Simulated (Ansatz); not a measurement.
Results of PBEsol (Ansatz, a quantum-chemistry and plane-wave program, plane waves, PAW) for antifluorite Mg2Ge.

Run with plane-wave cutoff 520 eV, 20×20×20 k mesh, perturbation theory, scalar-relativistic PAW data made under PBE.

Cell (relaxed at this level):

```xyz
3
Lattice="0.0000 3.1822 3.1822 3.1822 0.0000 3.1822 3.1822 3.1822 0.0000" Properties=species:S:1:pos:R:3 pbc="T T T"
Mg     1.5911     1.5911     1.5911
Mg     4.7733     4.7733     4.7733
Ge     0.0000     0.0000     0.0000
```

Task: Give the computed high-frequency dielectric constant and static dielectric constant.

Result: 
high-frequency dielectric constant: 16.4
static dielectric constant: 23.7

The result took roughly 40 core-minutes.
